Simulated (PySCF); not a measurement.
Molecule: `C=C=C[C@@H](C)F`, C5H7F.

Mapped SMILES: `[CH2:1]=[C:2]=[CH:3][C@@H:4]([CH3:5])[F:6]`. Hydrogens are named by the atom that carries them.

Spin–spin couplings on one PBE0-D3(BJ)/def2-SVP geometry, PySCF 2.14.0 with density-fitted response routines, gas phase, non-relativistic, equivalent pairs averaged (spin–dipole term only in couplings to heteroatoms); isotopes ¹³C, ¹⁹F, ¹H; basis pcJ-1.

Q: How do the couplings (Hz) change with the functional? Times are CPU seconds on 1 thread of an Arm Neoverse V2, shared host.

A: 
| functional | functions | ¹J(C4,F6) | ¹J(C1,H(C1)) | ¹J(C3,H(C3)) | ¹J(C4,H(C4)) | ¹J(C5,H(C5)) | ¹J(C2,C3) | ¹J(C1,C2) | core-s |
| --- | --- | --- | --- | --- | --- | --- | --- | --- | --- |
| LDA | 232 | -243.7 | 138.4 | 134.2 | 120.1 | 102.2 | 90.0 | 87.8 | 17 |
| PBE | 232 | -254.4 | 164.3 | 158.9 | 144.1 | 122.5 | 101.8 | 100.6 | 24 |
| KT2 | 232 | -250.5 | 178.0 | 171.1 | 152.8 | 128.5 | 88.5 | 87.2 | 26 |
| PBE0 | 232 | -223.5 | 171.0 | 165.6 | 149.8 | 126.3 | 108.5 | 107.1 | 34 |
| B97-2 | 232 | -218.3 | 163.4 | 157.4 | 142.6 | 120.7 | 106.7 | 106.1 | 33 |
| BHandHLYP | 232 | -189.3 | 196.4 | 189.7 | 169.9 | 143.9 | 126.4 | 125.4 | 37 |
| CAM-B3LYP | 232 | -213.6 | 177.8 | 171.9 | 154.9 | 131.5 | 110.0 | 108.8 | 48 | Left out for a near triplet instability: HF/pcJ-1.
